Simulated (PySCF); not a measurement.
PySCF input (M06-L/def2-TZVPD):

```python
from pyscf import gto, scf, dft

mol = gto.M(
    atom='''
    C    -0.00000000   -0.00000000   -0.51434199
    O     0.00000000    0.00000000    0.58709802
    H    -0.00000000   -0.00000000   -1.61073223
    ''',
    basis='def2-tzvpd',
    charge=1,
    spin=0,
    verbose=4,
)

mf = dft.RKS(mol, xc='m06l').density_fit(auxbasis='def2-universal-jkfit')
mf.grids.level = 4
mf.conv_tol = 1e-9
mf.max_cycle = 100
mf.max_memory = 1500
mf.kernel()
if not mf.converged:
    mf = mf.newton()
    mf.kernel(mf.make_rdm1())
mf.analyze()
```

Output:

```
PySCF version 2.14.0

[INPUT] verbose = 4
[INPUT] num. atoms = 3
[INPUT] num. electrons = 14
[INPUT] charge = 1
[INPUT] spin (= nelec alpha-beta = 2S) = 0
[INPUT] symmetry False subgroup None
[INPUT] Mole.unit = angstrom
[INPUT] Symbol           X                Y                Z      unit          X                Y                Z       unit  Magmom
[INPUT]  1 C      0.000000000000   0.000000000000  -0.514341990000 AA    0.000000000000   0.000000000000  -0.971965495464 Bohr   0.0
[INPUT]  2 O      0.000000000000   0.000000000000   0.587098020000 AA    0.000000000000   0.000000000000   1.109454466074 Bohr   0.0
[INPUT]  3 H      0.000000000000   0.000000000000  -1.610732230000 AA    0.000000000000   0.000000000000  -3.043842774710 Bohr   0.0

nuclear repulsion = 27.8832846917876
number of shells = 32
number of NR pGTOs = 118
number of NR cGTOs = 86
basis = def2-tzvpd
ecp = {}

******** <class 'pyscf.df.df_jk.DFRKS'> ********
method = DFRKS
initial guess = minao
damping factor = 0
level_shift factor = 0
DIIS = <class 'pyscf.scf.diis.CDIIS'>
diis_start_cycle = 1
diis_space = 8
diis_damp = 0
SCF conv_tol = 1e-09
SCF conv_tol_grad = None
SCF max_cycles = 100
direct_scf = False
XC library pyscf.dft.libxc version 7.1.2
    S. Lehtola, C. Steigemann, M. J. T. Oliveira, and M. A. L. Marques,  SoftwareX 7, 1–5 (2018)
XC functionals = m06l
    Y. Zhao and D. G. Truhlar,  J. Chem. Phys. 125, 194101 (2006)
    Y. Zhao and D. G. Truhlar,  J. Chem. Phys. 125, 194101 (2006)
    Y. Zhao and D. G. Truhlar,  Theor. Chem. Acc. 120, 215 (2008)
radial grids:
    Treutler-Ahlrichs [JCP 102, 346 (1995); DOI:10.1063/1.469408] (M4) radial grids

becke partition: Becke, JCP 88, 2547 (1988); DOI:10.1063/1.454033
pruning grids: <function nwchem_prune>
grids dens level: 4
symmetrized grids: False
atomic radii adjust function: <function treutler_atomic_radii_adjust>
small_rho_cutoff = 0
Set gradient conv threshold to 3.16228e-05
Initial guess from minao.
tot grids = 72576
init E= -114.180367755617
  HOMO = -0.513880242521855  LUMO = -0.0944655428719378  gap/eV = 11.41286
cycle= 1 E= -113.505306079759  delta_E= 0.675  |g|= 0.614  |ddm|= 1.58
  HOMO = -0.71586130532237  LUMO = -0.407414490491355  gap/eV = 8.39327
cycle= 2 E= -112.800880031238  delta_E= 0.704  |g|=    2  |ddm|= 1.44
  HOMO = -0.807571481950916  LUMO = -0.422371003230671  gap/eV = 10.48184
cycle= 3 E= -113.58602746052  delta_E= -0.785  |g|= 0.0571  |ddm|= 0.871
  HOMO = -0.783973195162615  LUMO = -0.401824354965882  gap/eV = 10.39880
cycle= 4 E= -113.586431572109  delta_E= -0.000404  |g|= 0.0237  |ddm|= 0.196
  HOMO = -0.789902543080804  LUMO = -0.406397074842704  gap/eV = 10.43572
cycle= 5 E= -113.586547894787  delta_E= -0.000116  |g|= 0.00363  |ddm|= 0.0304
  HOMO = -0.788829521608336  LUMO = -0.405535425805944  gap/eV = 10.42996
cycle= 6 E= -113.586550423031  delta_E= -2.53e-06  |g|= 0.000404  |ddm|= 0.0106
  HOMO = -0.788868476750097  LUMO = -0.405555236469685  gap/eV = 10.43048
cycle= 7 E= -113.586550464562  delta_E= -4.15e-08  |g|= 0.000141  |ddm|= 0.00184
  HOMO = -0.788839051122787  LUMO = -0.405533271294214  gap/eV = 10.43028
cycle= 8 E= -113.5865504687  delta_E= -4.14e-09  |g|= 1.16e-05  |ddm|= 0.000325
  HOMO = -0.788840827470524  LUMO = -0.405536005866342  gap/eV = 10.43026
cycle= 9 E= -113.586550468719  delta_E= -1.92e-11  |g|= 3.99e-06  |ddm|= 3.35e-05
  HOMO = -0.788841811560998  LUMO = -0.40553601692143  gap/eV = 10.43028
Extra cycle  E= -113.586550468698  delta_E= 2.03e-11  |g|= 1.14e-05  |ddm|= 1.05e-05
converged SCF energy = -113.586550468698
**** SCF Summaries ****
Total Energy =                        -113.586550468698448
Nuclear Repulsion Energy =              27.883284691787559
One-electron Energy =                 -204.199525047830491
Two-electron Energy =                   62.729689887344463
Two-electron Coulomb Energy =           76.725976178658740
DFT Exchange-Correlation Energy =      -13.996286291314274
HOMO-LUMO gap [eV] =                    10.430281941640120
**** MO energy ****
MO #1   energy= -19.4327121674811  occ= 2
MO #2   energy= -10.5523900415497  occ= 2
MO #3   energy= -1.48711828076942  occ= 2
MO #4   energy= -0.941155130140899 occ= 2
MO #5   energy= -0.823244133370405 occ= 2
MO #6   energy= -0.788841811561004 occ= 2
MO #7   energy= -0.788841811560998 occ= 2
MO #8   energy= -0.40553601692143  occ= 0
MO #9   energy= -0.405536016921416 occ= 0
MO #10  energy= -0.268502625036771 occ= 0
MO #11  energy= -0.1783693319673   occ= 0
MO #12  energy= -0.113346757313863 occ= 0
MO #13  energy= -0.113346757313839 occ= 0
MO #14  energy= -0.0899429853517084 occ= 0
MO #15  energy= -0.0286576195771899 occ= 0
MO #16  energy= -0.0286576195771891 occ= 0
MO #17  energy= -0.0247781173166965 occ= 0
MO #18  energy= -0.0247780901817376 occ= 0
MO #19  energy= -0.0181072078410315 occ= 0
MO #20  energy= 0.0243186989936532 occ= 0
MO #21  energy= 0.106184780466219  occ= 0
MO #22  energy= 0.130404305264427  occ= 0
MO #23  energy= 0.130404305264455  occ= 0
MO #24  energy= 0.169905501483118  occ= 0
MO #25  energy= 0.16990550148312   occ= 0
MO #26  energy= 0.175096809008991  occ= 0
MO #27  energy= 0.232486603468323  occ= 0
MO #28  energy= 0.232486785402606  occ= 0
MO #29  energy= 0.274116057015167  occ= 0
MO #30  energy= 0.299045120904342  occ= 0
MO #31  energy= 0.299045120904366  occ= 0
MO #32  energy= 0.326373057523124  occ= 0
MO #33  energy= 0.378664814683045  occ= 0
MO #34  energy= 0.50334147380112   occ= 0
MO #35  energy= 0.503341561618433  occ= 0
MO #36  energy= 0.509753264801089  occ= 0
MO #37  energy= 0.563660222138785  occ= 0
MO #38  energy= 0.563660222138799  occ= 0
MO #39  energy= 0.578423143647743  occ= 0
MO #40  energy= 0.634946833429332  occ= 0
MO #41  energy= 0.634946833429384  occ= 0
MO #42  energy= 0.817154506175417  occ= 0
MO #43  energy= 1.15419931928475   occ= 0
MO #44  energy= 1.24280260535215   occ= 0
MO #45  energy= 1.24280260535217   occ= 0
MO #46  energy= 1.34085548686429   occ= 0
MO #47  energy= 1.39457138049079   occ= 0
MO #48  energy= 1.39457227497309   occ= 0
MO #49  energy= 1.45304211368148   occ= 0
MO #50  energy= 1.45304211368149   occ= 0
MO #51  energy= 1.64487074093104   occ= 0
MO #52  energy= 1.96853774780692   occ= 0
MO #53  energy= 1.96853774780702   occ= 0
MO #54  energy= 1.97838165612691   occ= 0
MO #55  energy= 2.14322474288837   occ= 0
MO #56  energy= 2.34940791836837   occ= 0
MO #57  energy= 2.34940791836839   occ= 0
MO #58  energy= 2.53525780421124   occ= 0
MO #59  energy= 2.53525969392614   occ= 0
MO #60  energy= 2.54494591118132   occ= 0
MO #61  energy= 2.54494591118136   occ= 0
MO #62  energy= 2.63985322802919   occ= 0
MO #63  energy= 2.71131785257791   occ= 0
MO #64  energy= 2.711318010661     occ= 0
MO #65  energy= 2.89109068891333   occ= 0
MO #66  energy= 2.89109068891335   occ= 0
MO #67  energy= 3.05485232827826   occ= 0
MO #68  energy= 3.29808724059864   occ= 0
MO #69  energy= 3.51151922654566   occ= 0
MO #70  energy= 3.51151922654571   occ= 0
MO #71  energy= 4.00869906339274   occ= 0
MO #72  energy= 4.85903733020747   occ= 0
MO #73  energy= 4.8880381179917    occ= 0
MO #74  energy= 4.88803811799171   occ= 0
MO #75  energy= 5.3329978757875    occ= 0
MO #76  energy= 5.33300054115461   occ= 0
MO #77  energy= 6.13245663899531   occ= 0
MO #78  energy= 6.1324727628069    occ= 0
MO #79  energy= 6.17288741978401   occ= 0
MO #80  energy= 6.17288741978403   occ= 0
MO #81  energy= 6.40892674877796   occ= 0
MO #82  energy= 6.55257730223613   occ= 0
MO #83  energy= 6.5525773022362    occ= 0
MO #84  energy= 7.1048053112109    occ= 0
MO #85  energy= 22.1054946803916   occ= 0
MO #86  energy= 43.8912391295491   occ= 0
 ** Mulliken pop on meta-lowdin orthogonal AOs  **
 ** Mulliken pop  **
pop of  0 C 1s            1.99992
pop of  0 C 2s            1.02450
pop of  0 C 3s            0.01345
pop of  0 C 4s            0.00213
pop of  0 C 5s            0.00043
pop of  0 C 6s            0.00014
pop of  0 C 2px           0.63979
pop of  0 C 2py           0.63979
pop of  0 C 2pz           1.03150
pop of  0 C 3px           0.01407
pop of  0 C 3py           0.01407
pop of  0 C 3pz           0.01532
pop of  0 C 4px           0.00051
pop of  0 C 4py           0.00051
pop of  0 C 4pz           0.00443
pop of  0 C 3dxy          0.00000
pop of  0 C 3dyz          0.00177
pop of  0 C 3dz^2         0.00403
pop of  0 C 3dxz          0.00177
pop of  0 C 3dx2-y2       0.00000
pop of  0 C 4dxy          0.00000
pop of  0 C 4dyz          0.00224
pop of  0 C 4dz^2         0.00021
pop of  0 C 4dxz          0.00224
pop of  0 C 4dx2-y2       0.00000
pop of  0 C 5dxy          0.00000
pop of  0 C 5dyz          0.00117
pop of  0 C 5dz^2         0.00179
pop of  0 C 5dxz          0.00117
pop of  0 C 5dx2-y2       0.00000
pop of  0 C 4f-3          0.00000
pop of  0 C 4f-2          0.00000
pop of  0 C 4f-1          0.00133
pop of  0 C 4f+0          0.00474
pop of  0 C 4f+1          0.00133
pop of  0 C 4f+2          0.00000
pop of  0 C 4f+3          0.00000
pop of  1 O 1s            1.99997
pop of  1 O 2s            1.64461
pop of  1 O 3s            0.00765
pop of  1 O 4s            0.00072
pop of  1 O 5s            0.00110
pop of  1 O 6s            0.00049
pop of  1 O 2px           1.31717
pop of  1 O 2py           1.31717
pop of  1 O 2pz           1.53282
pop of  1 O 3px           0.01180
pop of  1 O 3py           0.01180
pop of  1 O 3pz           0.00520
pop of  1 O 4px           0.00044
pop of  1 O 4py           0.00044
pop of  1 O 4pz           0.00168
pop of  1 O 5px           0.00008
pop of  1 O 5py           0.00008
pop of  1 O 5pz           0.00052
pop of  1 O 3dxy          0.00000
pop of  1 O 3dyz          0.00538
pop of  1 O 3dz^2         0.01512
pop of  1 O 3dxz          0.00538
pop of  1 O 3dx2-y2       0.00000
pop of  1 O 4dxy          0.00000
pop of  1 O 4dyz          0.00000
pop of  1 O 4dz^2         0.00283
pop of  1 O 4dxz          0.00000
pop of  1 O 4dx2-y2       0.00000
pop of  1 O 5dxy          0.00000
pop of  1 O 5dyz          0.00053
pop of  1 O 5dz^2         0.00054
pop of  1 O 5dxz          0.00053
pop of  1 O 5dx2-y2       0.00000
pop of  1 O 4f-3          0.00000
pop of  1 O 4f-2          0.00000
pop of  1 O 4f-1          0.00057
pop of  1 O 4f+0          0.00097
pop of  1 O 4f+1          0.00057
pop of  1 O 4f+2          0.00000
pop of  1 O 4f+3          0.00000
pop of  2 H 1s            0.65929
pop of  2 H 2s            0.01440
pop of  2 H 3s            0.00654
pop of  2 H 2px           0.00087
pop of  2 H 2py           0.00087
pop of  2 H 2pz           0.00121
pop of  2 H 3px           0.00228
pop of  2 H 3py           0.00228
pop of  2 H 3pz           0.00174
 ** Mulliken atomic charges  **
charge of    0C =      0.57563
charge of    1O =      0.11384
charge of    2H =      0.31053

WARN: System has nonzero charge 1; the dipole moment is origin-dependent.
Location of origin: [0. 0. 0.]

Dipole moment(X, Y, Z, Debye): -0.00000,  0.00000, -3.60877
```
